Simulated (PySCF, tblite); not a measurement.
**C₅H₁₂N radical: geometry, infrared bands and EPR parameters**

What infrared bands and EPR parameters should C₅H₁₂N radical (`C[C](C)N(C)C`) show?

Programs: tblite 0.8.0 and PySCF 2.14.0, with density-fitted response routines of our own. Each step states its level of theory. These are calculated values for one molecule in the gas phase, unless marked as measured. Atoms are numbered from 0 throughout.

### 1 The molecule as given

18 atoms, charge 0, multiplicity 2; geometry from: force field or distance geometry start.

Bonds of the start (Å): C0–C1 1.54, C1–C2 1.48, C1–N3 1.42, N3–C4 1.43, N3–C5 1.47, C0–H6 1.10, C0–H7 1.10, C0–H8 1.11, C2–H9 1.11, C2–H10 1.09, C2–H11 1.12, C4–H12 1.12, C4–H13 1.09, C4–H14 1.12, C5–H15 1.10, C5–H16 1.11, C5–H17 1.10.

### 2 Optimising the geometry with GFN2-xTB

The job: settings as JSON, then the geometry in Å.

```
{"job": {"kind": "relax", "xc": "GFN2-xTB", "basis": "xTB"}, "charge": 0, "multiplicity": 2}
C      1.353800    -1.277200    -0.188700
C      0.572100     0.038700    -0.334900
C      1.519100     1.171700    -0.206600
N     -0.576200     0.030000     0.499700
C     -1.436900     1.163100     0.418100
C     -1.393500    -1.103600     0.034800
H      2.279300    -1.182800    -0.767200
H      0.699300    -2.061800    -0.587600
H      1.577500    -1.493300     0.879300
H      2.352300     1.031000     0.507700
H      1.085200     2.149000     0.024400
H      1.998100     1.284800    -1.208700
H     -2.275700     1.036000    -0.314000
H     -0.956300     2.107300     0.152400
H     -1.950900     1.309400     1.397200
H     -2.470700    -0.893800     0.159100
H     -1.224600    -1.267300    -1.054900
H     -1.160800    -2.034900     0.578200
```

Started as:

```bash
$ OMP_NUM_THREADS=1 python probes_run.py task.json out
```

This one command runs all jobs of the session in turn.

**Question.** This job is followed by: GFN2-xTB harmonic vibrations, gas phase; UKS B3LYP, pcH-1 on C H N, non-relativistic, mean-field spin-orbit, GIAO. What will the session give for the following? strongest single infrared mode (GFN2-xTB); zero-point energy (GFN2-xTB); g(iso) (B3LYP); ⟨S²⟩; largest a(iso) (averaged by class); potential on the surface of density 0.002 e/bohr³, 1st and 99th percentile.

The runs gave:

```
                                                                  quantity                  value
                                 strongest single infrared mode (GFN2-xTB)  2859 cm⁻¹, 124 km/mol
                                              zero-point energy (GFN2-xTB)         100.0 kcal/mol
                                                            g(iso) (B3LYP)                2.00275
                                                                      ⟨S²⟩     0.754 (exact 0.75)
                                        largest a(iso) (averaged by class)    13C on C1, 98.2 MHz
potential on the surface of density 0.002 e/bohr³, 1st and 99th percentile     -1.00 V and 0.66 V
```

In words: Relaxing lowered the energy by 0.716 eV in 141 steps; the close pair that moved most is C0–C1, from 1.538 to 1.490 Å. All 48 modes are real, so the xTB geometry is a minimum. The strongest single mode, at 2859 cm⁻¹, moves mainly H12. GFN2-xTB is a fitted tight-binding method: band positions and strengths are rough. Its intensities can rank the bands wrongly. Most of the unpaired spin sits on C1 (0.81 e). The isotropic g lies 0.4 ppt above the free-electron value. These values are for one conformer; the search (at its own cheap level) found 2 more, at 0.05, 5.57 kcal/mol, and measured spectra average over such forms.
